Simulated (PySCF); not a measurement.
System (SMILES): O (H2O).
Geometry (B3LYP-D3(BJ)/def2-TZVP, fixed):
```xyz
3

O      0.0070     0.0013     0.1167
H     -0.0500     0.7593    -0.4742
H     -0.0062    -0.7700    -0.4592
```
Charge 0, spin multiplicity 1.

Basis-set convergence of the mean static polarisability at PBE0 with PySCF. All functions are spherical. Density fitting with generated auxiliary sets. No added dispersion term, no relativity. Reference: the value in d-aug-cc-pVTZ, 9.83 bohr³, itself unsure by roughly 0.6 % (its mean distance from aug-pcseg-3, aug-cc-pVQZ, aug-pcseg-2).

| basis | functions | mean static polarisability (bohr³) |
|---|---|---|
| 6-31G** | 24 | ___ |
| 6-311+G** | 34 | ___ |
| Sadlej pVTZ | 42 | 9.76 |
| cc-pVTZ | 58 | 7.06 |
| pcseg-2 | 58 | 7.52 |
| jun-cc-pV(T+d)Z | 67 | ___ |
| aug-pcseg-2 | 92 | 9.76 |
| cc-pVQZ | 115 | 7.97 |
| def2-QZVPP | 117 | 8.31 |
| pcseg-3 | 126 | 8.97 |
| def2-QZVPPD | 132 | 9.74 |
| aug-pcseg-3 | 183 | 9.81 |
| cc-pV5Z | 201 | ___ |

Task: Some entries are withheld; supply them.

Result: 
- 6-31G**, mean static polarisability (bohr³): 5.18
- 6-311+G**, mean static polarisability (bohr³): 7.14
- jun-cc-pV(T+d)Z, mean static polarisability (bohr³): 9.05
- cc-pV5Z, mean static polarisability (bohr³): 8.67
